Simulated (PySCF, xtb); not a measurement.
# Relaxing a trial structure of AlHOS

The starting geometry of this gas-phase triplet was built from a drawn formula by distance geometry and a force field; its bonds are those of `O=[SH][Al]`.

```tsv
atom	x (Å)	y (Å)	z (Å)
Al	1.9547	-0.8121	3.3703
O	-0.6531	0.1143	2.2003
S	0.4831	-0.6023	1.5928
H	1.1333	0.3337	0.7993
```

**Question.** Predict what becomes of its bonds when it is optimised with r2SCAN-D4/def2-SVP.

**Answer.** It keeps its bonds, and is `O=[SH][Al]`.

The energy falls by 0.35 eV over 15 steps:

```csv
step,E − E(last) (eV)
1,0.347
3,0.015
4,0.005
6,0.001
7,0.001
9,0.001
10,0.000
12,0.000
13,0.000
15,0.000
```

Final geometry (Å):

```csv
atom,x (Å),y (Å),z (Å)
Al,2.3169,-0.8902,3.2733
O,-0.8003,-0.0803,1.9448
S,0.5026,-0.8063,1.6022
H,1.3319,0.1014,0.9365
```

From the same start GFN2-xTB ends elsewhere, differing in Al1–O2 (1.59 against 3.48 Å here), Al1–S3 (3.79 against 2.47 Å here), O2–S3 (2.22 against 1.53 Å here).

The end wasn't checked by frequencies. Open shells are spin-unrestricted. The triplet needn't be the ground state. Run with PySCF 2.14.0, 90 s on 2 threads of Intel(R) Xeon(R) Platinum 8259CL CPU @ 2.50GHz (Skylake/Cascade Lake) (shared host).
